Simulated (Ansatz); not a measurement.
Two shapes of singlet C2H4.

Shape 1:

```xyz
6

C    -0.0229    0.0238   -0.7029
C     0.0451   -0.0141    0.6490
H     0.0071   -0.9752   -1.2178
H    -0.0247    0.8992   -1.2697
H     0.0182   -0.9572    1.2018
H     0.0414    0.9100    1.2587
```

Shape 2:

```xyz
6

C     0.0000    0.0000   -0.6121
C     0.0000    0.0000    0.6121
H     0.0000   -0.8567   -1.1411
H     0.0000    0.8567   -1.1411
H     0.0000   -0.8567    1.1411
H     0.0000    0.8567    1.1411
```

Basis set: def2-TZVP (spherical functions). Correlated methods keep 2 orbitals frozen. Charge 0, multiplicity 1.

Computed with Ansatz (development build ahead of 0.2.0); each method stands on the lowest determinant of its kind that the runs found.

Question: Which shape is lower in energy, and by how much in each method?

Answer:

| method | E(2) − E(1) (eV) |
| --- | --- |
| RHF | 0.578 |
| RHF-MP2 | 0.811 |

Shape 1 is lower. Caution: no unrestricted run beside it, a lower state can exist.
